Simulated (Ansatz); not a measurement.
# CAM-B3LYP/cc-pVTZ run of [BF2]+ (SMILES F[B+]F)

Aim: the vertical singlet–triplet gap of [BF2]+ at CAM-B3LYP/cc-pVTZ, from 2 runs. 

The results are computed with Ansatz 0.2.0.

6 further runs of the same task are left out: 3 that didn't finish, 3 set aside as unsound or not needed.

### Step 1. The structure to begin with

[BF2]+: 3 atoms, total charge +1, spin state singlet. SMILES: `F[B+]F`. The coordinates come from a PBE0-D4/def2-TZVP relaxation.

Bond lengths: F1–B2 1.226 Å, B2–F3 1.226 Å. Angles: F1–B2–F3 180.0°.

### Step 2. A single-point energy at CAM-B3LYP/cc-pVTZ

job.yaml

```yaml
crystal:
  periodic: [false, false, false]
  atoms:
    - {symbol: F, position_ang: [0.329710, 1.140520, 0.307700]}
    - {symbol: B, position_ang: [0.000000, -0.000000, 0.000000]}
    - {symbol: F, position_ang: [-0.329720, -1.140520, -0.307700]}
basis:
  gaussian: {orbitals: cc-pVTZ}
total_charge: 1
hamiltonian: {xc: {name: CAM-B3LYP}}
accuracy: high
output: {orbitals: {seedname: orbitals}}
```

On the command line:

```sh
ansatz run job.yaml --threads 1 --pin off --max-ram 3480MiB --events-out events.jsonl --progress --plain --runs-dir runs
```

The program printed:

```text
Warning: RAYON_NUM_THREADS=1 ignored (pool sized by the plan → 1); use --threads N
Functional definition: CAM-B3LYP
  name "CAM-B3LYP"
  parameter alpha = 0.19
  parameter beta = 0.46
  parameter omega = 0.33/bohr
  parameter ac = 0.81
  exchange = (1 - alpha - beta)*b88_x + beta*b88_x_sr(omega) + alpha*exact_x + beta*exact_x_lr(omega)
  correlation = (1 - ac)*vwn5_c + ac*lyp_c
1354 factors; integrals over basis functions are off by at most 4.1e-9 eV
236 factors; integrals over basis functions are off by at most 1.6e-9 eV
mean field evaluation 1: about -6093.3722 eV, gradient 8.8e1 eV
mean field evaluation 2: about -6083.2117 eV, gradient 1.2e2 eV
mean field evaluation 4: about -6102.9792 eV, gradient 8.7e-1 eV
mean field evaluation 8: about -6102.9801 eV, gradient 3.2e-3 eV
mean field evaluation 16: about -6102.9801 eV, gradient 8.7e-9 eV
mean field -6102.98009546 eV, -224.2803817597 hartree, gradient 8.1e-9 eV, S^2 0.000000; 0 other end points of the search recorded, 0 dependent functions left out
reference -6102.98010839 eV, -224.2803822348 hartree; 11, 11 occupied and 79, 79 virtual orbitals, 1354 factors
Total energy: -6102.98010839 eV, -224.2803822348 hartree
```

Wall time 2.2 s (1 thread of Arm Neoverse V2, shared host); peak memory 0.19 GiB.

### Step 3. The triplet, same level

molecule.yaml

```yaml
crystal:
  periodic: [false, false, false]
  atoms:
    - symbol: F
      position_ang: [0.329710, 1.140520, 0.307700]
    - symbol: B
      position_ang: [0.000000, -0.000000, 0.000000]
    - symbol: F
      position_ang: [-0.329720, -1.140520, -0.307700]
basis:
  gaussian: {orbitals: cc-pVTZ}
total_charge: 1
magnetization: {spin_polarized: true, initial_magnetization: 2}
hamiltonian: {xc: {name: CAM-B3LYP}}
accuracy: high
output: {orbitals: {seedname: orbitals}}
```

On the command line:

```sh
ansatz run molecule.yaml --threads 1 --pin off --max-ram 3480MiB --events-out events.jsonl --progress --plain --runs-dir runs
```

The program printed, cut to the lines that bear on the results:

```text
Warning: RAYON_NUM_THREADS=1 ignored (pool sized by the plan → 1); use --threads N
[... 2 set-up lines as earlier in the session ...]
[...]
1354 factors; integrals over basis functions are off by at most 4.1e-9 eV
236 factors; integrals over basis functions are off by at most 1.6e-9 eV
[...]
mean field -6091.48401737 eV, -223.8579086823 hartree, gradient 1.9e-8 eV, S^2 2.003567; 16 other end points of the search recorded, 0 dependent functions left out
reference -6091.48403141 eV, -223.8579091980 hartree; 12, 10 occupied and 78, 80 virtual orbitals, 1354 factors
Total energy: -6091.48403141 eV, -223.8579091980 hartree
```

Run time: 96 s. Hardware: 1 thread of Arm Neoverse V2, shared host; peak memory 0.28 GiB.

### Step 4. What came out

Level: CAM-B3LYP/cc-pVTZ.

```
                                        quantity          value
                           singlet: total energy  -224.28038 Eh
                            singlet: HOMO energy      -24.25 eV
                            singlet: LUMO energy       -7.42 eV
                          singlet: HOMO–LUMO gap       16.84 eV
                           triplet: total energy  -223.85791 Eh
     triplet: HOMO energy (highest over α and β)      -12.89 eV
                                   triplet: ⟨S²⟩          2.004
vertical energy of the triplet above the singlet      11.496 eV
```

In words: At this shape the triplet lies 11.50 eV (1109 kJ/mol) above the singlet.
